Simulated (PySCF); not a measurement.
## [SO2]2+: one-bond stretch

Method: PySCF, PBE0, basis S def2-TZVP, O def2-TZVP (no relativity, density fitting).

Rigid scan from the singlet minimum (S–O 1.395 Å (×2); O–S–O 180.0°). Coordinate: the bond from S to the last atom (O) scaled, the rest fixed. Energies in kJ/mol from the minimum.

Q: Predict the curve at 0.92, 0.96, 1.00, 1.05, 1.12, 1.20, 1.35, 1.55, 1.80, 2.20.

A: 
| scale of one bond | E (kJ/mol) | dipole size (D, about the centre of mass) |
| --- | --- | --- |
| 0.92 | 61.1 | 0.02 |
| 0.96 | 13.3 | 0.01 |
| 1.00 | 0.0 | 0.00 |
| 1.05 | 15.4 | 0.02 |
| 1.12 | 70.5 | 0.08 |
| 1.20 | 151.1 | 0.15 |
| 1.35 | 287.5 | 0.29 |
| 1.55 | 390.9 | – |
| 1.80 | 434.0 | – |
| 2.20 | 433.5 | – |

At long bonds a restricted determinant can lie too high, and another spin state can fall below this curve.
